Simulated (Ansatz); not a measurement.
Elements on the sites of an ideal fcc lattice, at a guessed lattice constant:

```yaml
crystal:
  lattice:
    - [-3.87975, -3.87975, 0.00000]
    - [0.00000, 3.87975, 3.87975]
    - [-3.87975, 3.87975, -3.87975]
  atoms:
    - { symbol: Cu, position: [0.00000, 0.00000, 0.00000] }
    - { symbol: Cu, position: [0.50000, 0.50000, 0.00000] }
    - { symbol: Cu, position: [0.33333, 0.66667, 0.66667] }
    - { symbol: Pd, position: [0.66667, 0.33333, 0.33333] }
    - { symbol: Pd, position: [0.00000, 0.50000, 0.00000] }
    - { symbol: Pd, position: [0.66667, 0.83333, 0.33333] }
    - { symbol: Pd, position: [0.16667, 0.83333, 0.33333] }
    - { symbol: Ag, position: [0.83333, 0.66667, 0.66667] }
    - { symbol: Ir, position: [0.33333, 0.16667, 0.66667] }
    - { symbol: Ir, position: [0.16667, 0.33333, 0.33333] }
    - { symbol: Pt, position: [0.50000, 0.00000, 0.00000] }
    - { symbol: Pt, position: [0.83333, 0.16667, 0.66667] }
```

Cell and atoms were relaxed without symmetry on coarser meshes and computed once more. Level of theory: DFT PBE, scalar-relativistic, plane waves, PAW in Ansatz 0.2.0.

Plane waves to 420 eV, a k mesh through Γ of 7×7×5 on the computed 12-atom cell and Gaussian smearing (0.10 eV); no spin polarisation.

The relaxation ran on 3×3×2 (shifted) and then 4×4×3 k points with a smearing of 0.1 eV, from sites shaken by 0.02 Å.

Task: What does the relaxation give?

Result: A volume of 14.69 Å³/atom and no gap on the mesh. It lies 0.05 eV/atom above the elements' standard states (static lattices, no corrections for gases). The atoms leave their sites by 0.07 Å (root mean square) and 0.13 Å at most, and the cell stretches by up to 1.2 % at fixed volume.

```
Cu Pd Ag Ir Pt
1.0
    -3.89116   -3.87471    0.03592
    -0.03330    3.87246    3.90759
    -3.84603    3.86539   -3.86721
Cu Pd Ag Ir Pt
3 4 1 2 2
Direct
  0.00935 0.01213 0.00306
  0.48942 0.49134 0.00124
  0.33291 0.66972 0.66694
  0.65856 0.32535 0.32826
  0.00663 0.49583 0.00491
  0.66123 0.82565 0.32002
  0.16729 0.82931 0.32945
  0.83260 0.67569 0.67756
  0.33467 0.17866 0.66246
  0.16095 0.32453 0.35128
  0.49424 0.99731 0.98479
  0.83217 0.17163 0.66731
```

The final mesh leaves forces up to 0.33 eV/Å and stresses up to 0.6 GPa: the relaxation ran on a coarser mesh, so the cell's shape, its bonds and its energy belong partly to that mesh.

Spin-orbit coupling is left out, which matters for the bands of heavy elements.

Cost: 2 runs of about 11 core-minutes in all (earlier runs that led there not counted), on Arm Neoverse V1 (shared hosts).